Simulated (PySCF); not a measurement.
**[PH6]-, singlet: data card**

These are results of PySCF, PBE0, basis P def2-TZVPD, H def2-TZVPD (no relativity, density fitting), not measurements.

The structure is a minimum.

```xyz
7
charge -1 multiplicity 1, angstrom
P     0.0000    0.0000    0.0000
H     0.0000    0.0000    1.4996
H     0.0000    0.0000   -1.4996
H     1.4996    0.0000    0.0000
H     0.0000    1.4996    0.0000
H    -1.4996    0.0000    0.0000
H     0.0000   -1.4996    0.0000
```

| Property | Result |
| --- | --- |
| Point group | Oh |
| Bond lengths | P–H 1.500 Å (×6) |
| Bond angles | H–P–H 90.0° (×12), H–P–H 180.0° (×3) |
| Heat capacity Cp at 298.15 K | 42.6 J/(mol K) |
| Principal polarisabilities | 60.0, 60.0, 60.0 bohr³ |
| Rotational symmetry number | 24 |
| Dipole moment about the centre of mass | 0.00 D |
| Lowest empty level | 4.22 eV |
| Zero-point energy | 126.8 kJ/mol |
| Principal quadrupole moments (Buckingham, traceless) about the centre of mass | 0.00, 0.00, 0.00 D Å |
| Highest occupied level | -0.28 eV |
| Entropy at 298.15 K and 1 bar | 205.4 J/(mol K) |
| Rotational constants | 1.859, 1.859, 1.859 cm⁻¹ |
| Enthalpy at 298.15 K above 0 K | 10.39 kJ/mol |

Harmonic modes (masses in u: P 30.974, H 1.008):
| symmetry | ω (cm⁻¹) | IR (km/mol, summed over degenerate members) |
| --- | --- | --- |
| t2u | 1117 | 0.0 |
| t1u | 1173 | 1288 |
| t2g | 1226 | 0.0 |
| eg | 1613 | 0.0 |
| t1u | 1783 | 4549 |
| a1g | 2070 | 0.0 |

In Oh the vibrations span t2u + 2t1u + t2g + eg + a1g. The a1g, eg, t2g, t2u modes carry no infrared intensity, as symmetry demands. With a centre of inversion only u modes can be infrared active and only g modes Raman active.

Charges (e); Mulliken and Löwdin values are unreliable with diffuse functions:
```tsv
atom	Mulliken	Löwdin	polar tensor	Mayer order to P1
P1	-1.04	-0.15	1.87	–
H2,3,4,5,6,7	0.01	-0.14	-0.48	0.92
```

Mulliken populations on P1: s 5.48, p 9.20, d 1.34, f 0.02.

Outer orbital energies (eV). occupied: -12.43, -5.27, -5.27, -5.27, -0.28, -0.28; empty: 4.22, 6.62, 6.62, 6.62.

Counting electrons, phosphorus keeps none of its valence electrons outside its bonds, so the VSEPR class is AX6 and the expected shape is octahedral (Oh), as computed.

This need not be the most stable arrangement of these atoms. The lowest empty level of this anion is unbound, so it and the gap depend on the basis.

The final relaxation and frequency run took of the order of 30 core-seconds on a shared host.
